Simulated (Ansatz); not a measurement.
Consider GaP in the zinc blende structure (space group F-43m, No. 216).

GaP is taken in the cubic space group F-43m (No. 216), the zinc blende structure, Pearson symbol cF8. Conventional cell: a = b = c = 5.5060 Å, α = β = γ = 90.00°. P on 4c is surrounded by 4 Ga at 2.384 Å (tetrahedral). Ga on 4a is coordinated by 4 P at 2.384 Å (tetrahedral). (Neighbours: up to the widest gap in distance over summed covalent radii, below 1.35, at either atom; cation-cation and far metal-metal contacts left out.)
(The calculation used a cell of 2 atoms; values per cell refer to that cell.)

Level of theory: PBE (Ansatz, an electronic-structure program), no spin-orbit coupling.

It is then changed as follows: every P is replaced by Sb, then cell and atoms are relaxed.

Measured lattice parameter a: GaP 5.439 Å (static lattice; corrected from measurement; as listed in Daniel Mejia-Rodriguez, S. B. Trickey, Phys. Rev. B (2018)); GaSb 6.0959 Å (room temperature; as listed in I. Vurgaftman, J. R. Meyer, L. R. Ram-Mohan, Journal of Applied Physics (2001)).

Task: How well does PBE reproduce the measured shift?

Result: With PBE the lattice parameter a moves by +0.708 Å (5.506 → 6.214) against +0.657 Å measured. The two measured values stand on different bases (one corrected, one not), which blurs small differences.

With Sb present, leaving out spin-orbit coupling can change the band edges. No phonon test of stability was made. The final runs are not spin-polarised.
